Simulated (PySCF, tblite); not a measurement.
Compound: CH5FSi.
Structure used (GFN2-xTB), in Å, numbered top down from 1:
```xyz
8
CH5FSi angstrom
C     -0.997   -0.012   -0.058
Si     0.890   -0.086    0.021
F      1.413    1.389    0.414
H     -1.421    0.285    0.898
H     -1.332    0.707   -0.801
H     -1.422   -0.977   -0.319
H      1.501   -0.354   -1.273
H      1.377   -0.943    1.093
```

Computed, not measured: PBE0/pcSseg-1 in PySCF (dipole) on a GFN2-xTB geometry, gas phase.

Take the most abundant isotopes and a rigid rotor. 

Problem. Give the principal moments of inertia and the rotational constants in MHz.

Solution. Ia = 26.15, Ib = 75.70, Ic = 92.74 u·Å²; 505379 MHz·u·Å²/I gives A = 19329, B = 6676, C = 5449 MHz.

Problem. Classify the top.

Solution. An asymmetric top. Ray's parameter κ = (2B − A − C)/(A − C) = -0.823; −1 is the prolate and +1 the oblate limit.

Problem. Is it planar, by Δ = Ic − Ia − Ib?

Solution. Not planar: Δ = Ic − Ia − Ib = -9.10 u·Å². For a rigid frame Δ = −2 Σ m c², so Σ m c² = 4.55 u·Å² lies off the ab plane, practically all of it from hydrogen. The atom farthest from that plane is 1.22 Å away.

Problem. Give the other two planar moments, Paa and Pbb, and the rms extents of the mass along the axes.

Solution. Paa = Σ m a² = (Ib + Ic − Ia)/2 = 71.15 and Pbb = Σ m b² = (Ia + Ic − Ib)/2 = 21.60 u·Å². With the mass M = 64.01 u, the rms extents √(P/M) along a, b and c are 1.05, 0.58, 0.27 Å.

Problem. List the rotational levels J(Ka,Kc) to J = 5 (cm⁻¹).

Solution. Above 0(0,0):
J = 1: 1(0,1) 0.4045, 1(1,1) 0.8265, 1(1,0) 0.8674
J = 2: 2(0,2) 1.2105, 2(1,2) 1.5945, 2(1,1) 1.7173, 2(2,1) 2.9834, 2(2,0) 2.9862
J = 3: 3(0,3) 2.4127, 3(1,3) 2.7447, 3(1,2) 2.9902, 3(2,2) 4.1967, 3(2,1) 4.2108, 3(3,1) 6.4110, 3(3,0) 6.4111
J = 4: 4(0,4) 4.0029, 4(1,4) 4.2754, 4(1,3) 4.6838, 4(2,3) 5.8124, 4(2,2) 5.8540, 4(3,2) 8.0341, 4(3,1) 8.0350, 4(4,1) 11.1268, 4(4,0) 11.1268
J = 5: 5(0,5) 5.9722, 5(1,5) 6.1842, 5(1,4) 6.7947, 5(2,4) 7.8284, 5(2,3) 7.9230, 5(3,3) 10.0649, 5(3,2) 10.0683, 5(4,2) 13.1554, 5(4,1) 13.1554, 5(5,1) 17.1320, 5(5,0) 17.1320

Problem. Which types of transition are allowed, and where do some lines up to J = 3 fall?

Solution. The dipole components are |μa| = 1.82 D, |μb| = 0.77 D, |μc| = 0.00 D; the mirror of this Cs structure is the ab plane, so μc vanishes by symmetry and there are no c-type lines. Intensities carry the squares of the components, which stand as 1.00 : 0.18 (a : b). Some lines, for components of 0.1 D or more:

| type | branch | J(Ka,Kc) | MHz | lower level (cm⁻¹) |
| --- | --- | --- | --- | --- |
| a | Q | 1(1,0) ← 1(1,1) | 1227 | 0.826 |
| b | R | 2(0,2) ← 1(1,1) | 11513 | 0.826 |
| a | R | 1(0,1) ← 0(0,0) | 12125 | 0.000 |
| b | Q | 2(1,1) ← 2(0,2) | 15191 | 1.211 |
| b | Q | 3(1,2) ← 3(0,3) | 17314 | 2.413 |
| a | R | 2(0,2) ← 1(0,1) | 24166 | 0.404 |
| b | R | 3(0,3) ← 2(1,2) | 24528 | 1.594 |
| b | R | 1(1,1) ← 0(0,0) | 24778 | 0.000 |
| a | R | 3(1,3) ← 2(1,2) | 34484 | 1.594 |
| a | R | 3(0,3) ← 2(0,2) | 36039 | 1.211 |
| a | R | 3(2,2) ← 2(2,1) | 36376 | 2.983 |
| a | R | 3(2,1) ← 2(2,0) | 36713 | 2.986 |
| b | Q | 2(2,0) ← 2(1,1) | 38042 | 1.717 |
| a | R | 3(1,2) ← 2(1,1) | 38161 | 1.717 |
| b | Q | 3(2,2) ← 3(1,3) | 43530 | 2.745 |
| b | R | 3(1,3) ← 2(0,2) | 45995 | 1.211 |
| b | R | 2(2,1) ← 1(1,0) | 63435 | 0.867 |
| b | R | 2(2,0) ← 1(1,1) | 64747 | 0.826 |
| b | R | 3(2,1) ← 2(1,2) | 78436 | 1.594 |
| b | R | 3(3,1) ← 2(2,0) | 102672 | 2.986 |
| b | R | 3(3,0) ← 2(2,1) | 102760 | 2.983 |

Problem. Estimate the classical rotational partition function at 25 K, 200 K and 500 K.

Solution. Point group Cs, symmetry number σ = 1; q = (√π/σ)·√((kT/h)³/(ABC)), k/h = 20836.6 MHz/K: 795 at 25 K, 18000 at 200 K, 71100 at 500 K.

Its GFN2-xTB frequencies are all real (lowest 106 cm⁻¹). Constants of a rigid frame at the computed geometry: no zero-point averaging, no centrifugal distortion. A rigid rotor knows nothing of internal rotation, which can split or shift real lines.
